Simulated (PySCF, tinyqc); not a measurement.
Worked calculation: RHF in the sto-3g basis, for LiH, spin multiplicity 1. This run ends on a higher stationary point, not on the lowest solution. The lowest restricted solution is unstable here: a spin-polarised one lies 0.0102 hartree lower (PySCF). Computed by tinyqc, a small Python program that keeps every step (integrals from PySCF). Settings: charge = 0, multiplicity = 1, basis = sto-3g, energy threshold = 1e-10, iteration cap = 51, orthogonalisation = symmetric, start = highest core orbitals, DIIS depth = 8, damping = 0.7, shift = 1.0, method = RHF. Command: `OMP_NUM_THREADS=1 python tinyqc.py 31569 31570 out.jsonl` (the two numbers bound the seeds that draw the settings). One thread of a shared host (Intel(R) Xeon(R) Processor @ 2.60GHz), about 0.09 s of CPU time with the checks. Later iterations appear only in the table of the cycle.

## One-electron integrals

Geometry (angstrom):
```
atom        x        y        z
Li    0.00000  0.00000  0.00000
H     0.00000  0.00000  2.28500
```

Basis sto-3g: exponents (1/bohr^2) and contraction coefficients of normalised primitives:
```
element  l (shell)  exponent  coefficient
Li           s (1)  16.11958      0.15433
Li           s (1)   2.93620      0.53533
Li           s (1)   0.79465      0.44463
Li           s (2)   0.63629     -0.09997
Li           s (2)   0.14786      0.39951
Li           s (2)   0.04809      0.70012
Li           p (3)   0.63629      0.15592
Li           p (3)   0.14786      0.60768
Li           p (3)   0.04809      0.39196
H            s (1)   3.42525      0.15433
H            s (1)   0.62391      0.53533
H            s (1)   0.16886      0.44463
```

Overlap, kinetic and nuclear-attraction integrals over the contracted functions; the nuclear repulsion is the sum of Za Zb / Rab.

nuclear repulsion = 0.6947622 hartree

overlap S:
```
          1Li 1s   1Li 2s  1Li 2px  1Li 2py  1Li 2pz    2H 1s
1Li 1s   1.00000  0.24114  0.00000  0.00000  0.00000  0.01411
1Li 2s   0.24114  1.00000  0.00000  0.00000  0.00000  0.23771
1Li 2px  0.00000  0.00000  1.00000  0.00000  0.00000  0.00000
1Li 2py  0.00000  0.00000  0.00000  1.00000  0.00000  0.00000
1Li 2pz  0.00000  0.00000  0.00000  0.00000  1.00000  0.34903
2H 1s    0.01411  0.23771  0.00000  0.00000  0.34903  1.00000
```

kinetic energy T (hartree):
```
           1Li 1s    1Li 2s  1Li 2px  1Li 2py  1Li 2pz     2H 1s
1Li 1s    3.57679  -0.02024  0.00000  0.00000  0.00000  -0.00622
1Li 2s   -0.02024   0.10216  0.00000  0.00000  0.00000   0.00910
1Li 2px   0.00000   0.00000  0.31968  0.00000  0.00000   0.00000
1Li 2py   0.00000   0.00000  0.00000  0.31968  0.00000   0.00000
1Li 2pz   0.00000   0.00000  0.00000  0.00000  0.31968   0.04285
2H 1s    -0.00622   0.00910  0.00000  0.00000  0.04285   0.76003
```

nuclear attraction V (hartree):
```
           1Li 1s    1Li 2s   1Li 2px   1Li 2py   1Li 2pz     2H 1s
1Li 1s   -8.21447  -1.02019   0.00000   0.00000  -0.00790  -0.05647
1Li 2s   -1.02019  -1.43115   0.00000   0.00000  -0.08341  -0.36371
1Li 2px   0.00000   0.00000  -1.40080   0.00000   0.00000   0.00000
1Li 2py   0.00000   0.00000   0.00000  -1.40080   0.00000   0.00000
1Li 2pz  -0.00790  -0.08341   0.00000   0.00000  -1.46283  -0.53952
2H 1s    -0.05647  -0.36371   0.00000   0.00000  -0.53952  -1.92132
```

core Hamiltonian H = T + V (hartree):
```
           1Li 1s    1Li 2s   1Li 2px   1Li 2py   1Li 2pz     2H 1s
1Li 1s   -4.63768  -1.04042   0.00000   0.00000  -0.00790  -0.06268
1Li 2s   -1.04042  -1.32899   0.00000   0.00000  -0.08341  -0.35460
1Li 2px   0.00000   0.00000  -1.08112   0.00000   0.00000   0.00000
1Li 2py   0.00000   0.00000   0.00000  -1.08112   0.00000   0.00000
1Li 2pz  -0.00790  -0.08341   0.00000   0.00000  -1.14315  -0.49667
2H 1s    -0.06268  -0.35460   0.00000   0.00000  -0.49667  -1.16129
```

## Two-electron integrals

Functions are numbered as in S; the eight-fold symmetry (ij|kl) = (ji|kl) = (kl|ij) leaves the list below.

Two-electron integrals (ij|kl) in chemists' order, unique and non-zero (hartree):
```
(11|11) 1.68040   (21|11) 0.26542   (21|21) 0.04994   (22|11) 0.39773
(22|21) 0.09286   (22|22) 0.29056   (31|31) 0.00898   (32|31) 0.01379
(32|32) 0.06418   (33|11) 0.39664   (33|21) 0.09288   (33|22) 0.29050
(33|33) 0.31295   (41|41) 0.00898   (42|41) 0.01379   (42|42) 0.06418
(43|43) 0.01687   (44|11) 0.39664   (44|21) 0.09288   (44|22) 0.29050
(44|33) 0.27921   (44|44) 0.31295   (51|51) 0.00898   (52|51) 0.01379
(52|52) 0.06418   (53|53) 0.01687   (54|54) 0.01687   (55|11) 0.39664
(55|21) 0.09288   (55|22) 0.29050   (55|33) 0.27921   (55|44) 0.27921
(55|55) 0.31295   (61|11) 0.01462   (61|21) 0.00279   (61|22) 0.00538
(61|33) 0.00531   (61|44) 0.00531   (61|51) 0.00038   (61|52) 0.00075
(61|55) 0.00552   (61|61) 0.00018   (62|11) 0.06902   (62|21) 0.01647
(62|22) 0.05946   (62|33) 0.05594   (62|44) 0.05594   (62|51) 0.00249
(62|52) 0.01886   (62|55) 0.06644   (62|61) 0.00113   (62|62) 0.02546
(63|31) 0.00089   (63|32) 0.00506   (63|53) 0.00242   (63|63) 0.00124
(64|41) 0.00089   (64|42) 0.00506   (64|54) 0.00242   (64|64) 0.00124
(65|11) 0.09664   (65|21) 0.02319   (65|22) 0.08563   (65|33) 0.07977
(65|44) 0.07977   (65|51) 0.00383   (65|52) 0.02919   (65|55) 0.09726
(65|61) 0.00163   (65|62) 0.03908   (65|65) 0.06025   (66|11) 0.23155
(66|21) 0.05582   (66|22) 0.22127   (66|33) 0.20326   (66|44) 0.20326
(66|51) 0.00786   (66|52) 0.07842   (66|55) 0.25714   (66|61) 0.00385
(66|62) 0.12638   (66|65) 0.19852   (66|66) 0.77461
```

## Orthogonalisation

S = U s U^T; symmetric (Loewdin) form X = U s^(-1/2) U^T, so that X^T S X = 1.

eigenvalues of S: 0.55605  0.80754  1.00000  1.00000  1.18273  1.45368

X:
```
           1Li 1s    1Li 2s  1Li 2px  1Li 2py   1Li 2pz     2H 1s
1Li 1s    1.02339  -0.12899  0.00000  0.00000  -0.00543   0.01764
1Li 2s   -0.12899   1.04887  0.00000  0.00000   0.03709  -0.13820
1Li 2px   0.00000   0.00000  1.00000  0.00000   0.00000   0.00000
1Li 2py   0.00000   0.00000  0.00000  1.00000   0.00000   0.00000
1Li 2pz  -0.00543   0.03709  0.00000  0.00000   1.05273  -0.19741
2H 1s     0.01764  -0.13820  0.00000  0.00000  -0.19741   1.07777
```

## Starting guess

The start is the highest orbitals of the core Hamiltonian (a deliberately bad start); D = 2 C_occ C_occ^T.

D at the start:
```
           1Li 1s    1Li 2s  1Li 2px  1Li 2py   1Li 2pz     2H 1s
1Li 1s    0.00167  -0.01038  0.00000  0.00000  -0.05010   0.05361
1Li 2s   -0.01038   0.06440  0.00000  0.00000   0.31067  -0.33245
1Li 2px   0.00000   0.00000  0.97612  0.99971   0.00000   0.00000
1Li 2py   0.00000   0.00000  0.99971  1.02388   0.00000   0.00000
1Li 2pz  -0.05010   0.31067  0.00000  0.00000   1.49879  -1.60385
2H 1s     0.05361  -0.33245  0.00000  0.00000  -1.60385   1.71626
```

## Iteration 1: building the Fock matrix

J_ij = sum D_kl (ij|kl), K_ij = sum D_kl (ik|jl); F = H + J - 0.5 K; E = tr D H + tr D J / 2 - 0.25 tr D K + E_nn.

Coulomb J (hartree):
```
          1Li 1s   1Li 2s  1Li 2px  1Li 2py  1Li 2pz    2H 1s
1Li 1s   1.45376  0.34113  0.00000  0.00000  0.00727  0.02028
1Li 2s   0.34113  1.09997  0.00000  0.00000  0.06700  0.30127
1Li 2px  0.00000  0.00000  1.08360  0.03373  0.00000  0.00000
1Li 2py  0.00000  0.00000  0.03373  1.08521  0.00000  0.00000
1Li 2pz  0.00727  0.06700  0.00000  0.00000  1.13066  0.44989
2H 1s    0.02028  0.30127  0.00000  0.00000  0.44989  1.46234
```

exchange K (hartree):
```
           1Li 1s    1Li 2s  1Li 2px  1Li 2py   1Li 2pz     2H 1s
1Li 1s    0.03073   0.04336  0.00000  0.00000  -0.00213  -0.00414
1Li 2s    0.04336   0.18688  0.00000  0.00000  -0.01483   0.03822
1Li 2px   0.00000   0.00000  0.34298  0.29599   0.00000   0.00000
1Li 2py   0.00000   0.00000  0.29599  0.35712   0.00000   0.00000
1Li 2pz  -0.00213  -0.01483  0.00000  0.00000   0.27908  -0.02585
2H 1s    -0.00414   0.03822  0.00000  0.00000  -0.02585   0.72753
```

Fock matrix F (hartree):
```
           1Li 1s    1Li 2s   1Li 2px   1Li 2py   1Li 2pz     2H 1s
1Li 1s   -3.19928  -0.72098   0.00000   0.00000   0.00044  -0.04033
1Li 2s   -0.72098  -0.32246   0.00000   0.00000  -0.00900  -0.07244
1Li 2px   0.00000   0.00000  -0.16901  -0.11427   0.00000   0.00000
1Li 2py   0.00000   0.00000  -0.11427  -0.17447   0.00000   0.00000
1Li 2pz   0.00044  -0.00900   0.00000   0.00000  -0.15204  -0.03386
2H 1s    -0.04033  -0.07244   0.00000   0.00000  -0.03386  -0.06272
```

total energy of this density = -1.7758199 hartree

This density is the starting one.

## Iteration 1: diagonalisation and new density

A level shift of 1 hartree raises the virtual space: F + shift (S - S D(s) S), with D(s) the density of one spin (D/2). Diagonalise F' = X^T F X, C = X C', fill 2 alpha and 2 beta electrons from the bottom; D = 2 C_occ C_occ^T; the new density keeps 0.7 of the old one (damping). Each column has its largest component positive (the first on a tie).

F' = X^T F X (hartree):
```
          1         2         3         4         5         6
1  -2.16690  -0.31623   0.00000   0.00000   0.00376   0.00029
2  -0.31623   0.80238   0.00000   0.00000  -0.03981  -0.00304
3   0.00000   0.00000   0.34293  -0.61412   0.00000   0.00000
4   0.00000   0.00000  -0.61412   0.31359   0.00000   0.00000
5   0.00376  -0.03981   0.00000   0.00000   0.37521   0.50081
6   0.00029  -0.00304   0.00000   0.00000   0.50081   0.42204
```

orbital energies (hartree): MO1 -2.20020, MO2 -0.28604, MO3 -0.10350, MO4 0.82466, MO5 0.91178, MO6 0.94256

coefficients C:
```
              MO1      MO2       MO3       MO4       MO5       MO6
1Li 1s    1.00425  0.00000  -0.02296  -0.21515   0.09473   0.00000
1Li 2s   -0.01842  0.00000   0.15233   0.95145  -0.45655   0.00000
1Li 2px   0.00000  0.69861   0.00000   0.00000   0.00000   0.71550
1Li 2py   0.00000  0.71550   0.00000   0.00000   0.00000  -0.69861
1Li 2pz  -0.00133  0.00000   0.89907   0.22552   0.53799   0.00000
2H 1s     0.00301  0.00000  -0.88998   0.13108   0.64088   0.00000
```

D after iteration 1:
```
           1Li 1s    1Li 2s  1Li 2px  1Li 2py   1Li 2pz     2H 1s
1Li 1s    0.60628  -0.01837  0.00000  0.00000  -0.03587   0.03934
1Li 2s   -0.01837   0.04528  0.00000  0.00000   0.21749  -0.23275
1Li 2px   0.00000   0.00000  0.97612  0.99971   0.00000   0.00000
1Li 2py   0.00000   0.00000  0.99971  1.02388   0.00000   0.00000
1Li 2pz  -0.03587   0.21749  0.00000  0.00000   1.04915  -1.12269
2H 1s     0.03934  -0.23275  0.00000  0.00000  -1.12269   1.20139
```

## Iteration 2: building the Fock matrix

As before.

Coulomb J (hartree):
```
          1Li 1s   1Li 2s  1Li 2px  1Li 2py  1Li 2pz    2H 1s
1Li 1s   2.26668  0.45404  0.00000  0.00000  0.00507  0.02617
1Li 2s   0.45404  1.18296  0.00000  0.00000  0.04688  0.28586
1Li 2px  0.00000  0.00000  1.17395  0.03373  0.00000  0.00000
1Li 2py  0.00000  0.00000  0.03373  1.17556  0.00000  0.00000
1Li 2pz  0.00507  0.04688  0.00000  0.00000  1.19701  0.42077
2H 1s    0.02617  0.28586  0.00000  0.00000  0.42077  1.28451
```

exchange K (hartree):
```
           1Li 1s    1Li 2s  1Li 2px  1Li 2py   1Li 2pz     2H 1s
1Li 1s    1.03789   0.19441  0.00000  0.00000  -0.00164   0.00603
1Li 2s    0.19441   0.19760  0.00000  0.00000  -0.01042   0.03133
1Li 2px   0.00000   0.00000  0.34205  0.29599   0.00000   0.00000
1Li 2py   0.00000   0.00000  0.29599  0.35619   0.00000   0.00000
1Li 2pz  -0.00164  -0.01042  0.00000  0.00000   0.21063  -0.01644
2H 1s     0.00603   0.03133  0.00000  0.00000  -0.01644   0.51011
```

Fock matrix F (hartree):
```
           1Li 1s    1Li 2s   1Li 2px   1Li 2py   1Li 2pz     2H 1s
1Li 1s   -2.88995  -0.68359   0.00000   0.00000  -0.00200  -0.03953
1Li 2s   -0.68359  -0.24483   0.00000   0.00000  -0.03133  -0.08440
1Li 2px   0.00000   0.00000  -0.07820  -0.11427   0.00000   0.00000
1Li 2py   0.00000   0.00000  -0.11427  -0.08366   0.00000   0.00000
1Li 2pz  -0.00200  -0.03133   0.00000   0.00000  -0.05146  -0.06769
2H 1s    -0.03953  -0.08440   0.00000   0.00000  -0.06769  -0.13183
```

total energy of this density = -3.5637653 hartree

This density is a damped mixture and is not idempotent.

## Iteration 2: DIIS over 2 matrices

error matrix X^T (FDS - SDF) X:
```
          1         2        3        4         5         6
1   0.00000   0.02073  0.00000  0.00000  -0.00469   0.00617
2  -0.02073   0.00000  0.00000  0.00000   0.02132  -0.02626
3   0.00000   0.00000  0.00000  0.00000   0.00000   0.00000
4   0.00000   0.00000  0.00000  0.00000   0.00000   0.00000
5   0.00469  -0.02132  0.00000  0.00000   0.00000  -0.04969
6  -0.00617   0.02626  0.00000  0.00000   0.04969   0.00000
```

B (overlaps of the stored error matrices):
```
                1               2
1   2.8871418e-02  -8.0508135e-03
2  -8.0508135e-03   8.2056729e-03
```

Minimise |sum c_i e_i|^2 with sum c_i = 1: solve [B -1; -1 0][c; lambda] = [0; -1] with B_ij = tr e_i^T e_j, and take F = sum c_i F_i.

DIIS coefficients: 0.30570  0.69430

extrapolated F (hartree):
```
           1Li 1s    1Li 2s   1Li 2px   1Li 2py   1Li 2pz     2H 1s
1Li 1s   -2.98451  -0.69502   0.00000   0.00000  -0.00126  -0.03977
1Li 2s   -0.69502  -0.26856   0.00000   0.00000  -0.02450  -0.08075
1Li 2px   0.00000   0.00000  -0.10596  -0.11427   0.00000   0.00000
1Li 2py   0.00000   0.00000  -0.11427  -0.11142   0.00000   0.00000
1Li 2pz  -0.00126  -0.02450   0.00000   0.00000  -0.08221  -0.05735
2H 1s    -0.03977  -0.08075   0.00000   0.00000  -0.05735  -0.11070
```

## Iteration 2: diagonalisation and new density

As before.

F' = X^T F X (hartree):
```
          1         2         3         4         5         6
1  -2.24457  -0.35512   0.00000   0.00000   0.00134   0.00377
2  -0.35512   0.85635   0.00000   0.00000  -0.03764  -0.02270
3   0.00000   0.00000   0.40598  -0.61412   0.00000   0.00000
4   0.00000   0.00000  -0.61412   0.37664   0.00000   0.00000
5   0.00134  -0.03764   0.00000   0.00000   0.59988   0.32112
6   0.00377  -0.02270   0.00000   0.00000   0.32112   0.54050
```

orbital energies (hartree): MO1 -2.28472, MO2 -0.22299, MO3 0.24759, MO4 0.85137, MO5 0.93792, MO6 1.00561

coefficients C:
```
              MO1      MO2       MO3       MO4       MO5       MO6
1Li 1s    1.00240  0.00000   0.02094  -0.16242  -0.18077   0.00000
1Li 2s   -0.01022  0.00000  -0.14067   0.68130   0.80820   0.00000
1Li 2px   0.00000  0.69861   0.00000   0.00000   0.00000   0.71550
1Li 2py   0.00000  0.71550   0.00000   0.00000   0.00000  -0.69861
1Li 2pz   0.00000  0.00000  -0.85614   0.48397  -0.42592   0.00000
2H 1s     0.00121  0.00000   0.93064   0.33214  -0.49353   0.00000
```

D after iteration 2:
```
           1Li 1s    1Li 2s  1Li 2px  1Li 2py   1Li 2pz     2H 1s
1Li 1s    1.02728  -0.01900  0.00000  0.00000  -0.02511   0.02827
1Li 2s   -0.01900   0.03176  0.00000  0.00000   0.15224  -0.16293
1Li 2px   0.00000   0.00000  0.97612  0.99971   0.00000   0.00000
1Li 2py   0.00000   0.00000  0.99971  1.02388   0.00000   0.00000
1Li 2pz  -0.02511   0.15224  0.00000  0.00000   0.73441  -0.78589
2H 1s     0.02827  -0.16293  0.00000  0.00000  -0.78589   0.84097
```

## Convergence

Stop when the energy changes by less than 1e-10 hartree and every element of the error matrix X^T (F D S - S D F) X is below 3e-06.

Course of the cycle:
```
iteration  E (hartree)     change  largest element of the error matrix
1           -1.7758199          -                             1.11e-01
2           -3.5637653  -1.79e+00                             4.97e-02
3           -4.7298521  -1.17e+00                             9.73e-02
4           -5.5042396  -7.74e-01                             9.88e-02
5           -6.0271401  -5.23e-01                             8.40e-02
6           -6.3838543  -3.57e-01                             6.61e-02
7           -6.6291534  -2.45e-01                             4.98e-02
8           -6.7987400  -1.70e-01                             3.66e-02
9           -6.9164299  -1.18e-01                             2.98e-02
10          -6.9983230  -8.19e-02                             2.48e-02
11          -7.0554141  -5.71e-02                             2.06e-02
12          -7.0952665  -3.99e-02                             1.70e-02
13          -7.1231105  -2.78e-02                             1.40e-02
14          -7.1425767  -1.95e-02                             1.15e-02
...                ...        ...                                  ...
38          -7.1879207  -3.72e-06                             5.26e-05
39          -7.1879233  -2.61e-06                             4.16e-05
40          -7.1879252  -1.82e-06                             3.30e-05
41          -7.1879264  -1.28e-06                             2.61e-05
42          -7.1879273  -8.94e-07                             2.07e-05
43          -7.1879280  -6.26e-07                             1.64e-05
44          -7.1879284  -4.38e-07                             1.30e-05
45          -7.1879287  -3.07e-07                             1.03e-05
46          -7.1879289  -2.15e-07                             8.11e-06
47          -7.1879291  -1.50e-07                             6.42e-06
48          -7.1879292  -1.05e-07                             5.08e-06
49          -7.1879292  -7.36e-08                             4.02e-06
50          -7.1879293  -5.15e-08                             3.18e-06
51          -7.1879293  -3.60e-08                             2.52e-06
```

PySCF RHF in the same basis = -7.7976518 hartree

Not converged within the cap of 51 iterations: the residual falls steadily but slowly, by a factor of about 0.79 a step. Reruns (cap 100 unless said): DIIS 8: converged in 18; damping 0.5: converged in 37 to a higher stationary point; level shift 0.5: converged in 12 to a higher stationary point; atomic densities as start, DIIS 8: converged in 9; the original settings with a cap of 400: converged in 321.
